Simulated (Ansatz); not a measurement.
Zinc-blende HgTe, relaxed in Ansatz (plane waves) with several semilocal functionals. Each gives its own volume and its own bulk modulus:

| level | V0 (Å³/atom) | bulk modulus (GPa) | ln V0 | ln B0 |
|---|---|---|---|---|
| PBEsol-D3(BJ) | 33.207 | 47.70 | 3.5028 | 3.8649 |
| LDA | 33.302 | 47.45 | 3.5056 | 3.8597 |
| PBEsol | 34.475 | 42.11 | 3.5402 | 3.7403 |
| r²SCAN | 35.496 | 40.07 | 3.5694 | 3.6906 |
| PBE | 36.768 | 34.19 | 3.6046 | 3.5319 |
| rVV10 | 37.010 | 36.17 | 3.6112 | 3.5882 |

Q: Fit a straight line to ln B0 against ln V0. What does it predict for PBE-D3(BJ), whose volume is 35.052 Å³/atom?

A: With x = ln V0 and y = ln B0: means 3.55563 and 3.71260; Σ(Δx Δy) = -0.03190, Σ(Δx²) = 0.01121, so the slope is -2.85. At x = 3.5568 the line gives y = 3.71260 + (-2.85) × (3.5568 − 3.55563) = 3.7093, or 40.83 GPa. The run with PBE-D3(BJ) gives 39.87 GPa, -2.4 % from the line. The rows used scatter about it by up to 4.0 %, while the largest value lies 40 % above the smallest. For comparison, PBE's own equation of state has B′ = 5.2, the slope −d ln B/d ln V at a fixed functional; the two needn't agree, since functionals also differ at one volume.

Measured: 42.3 GPa (measured, temperature not stated, no zero-point or thermal correction; as tabulated in Toher et al. (2017), arXiv:1611.05714).

Ansatz's density-functional and Hartree–Fock values are scalar-relativistic unless marked +SOC, with PAW data made under PBE.

Ansatz is a quantum-chemistry and plane-wave program.
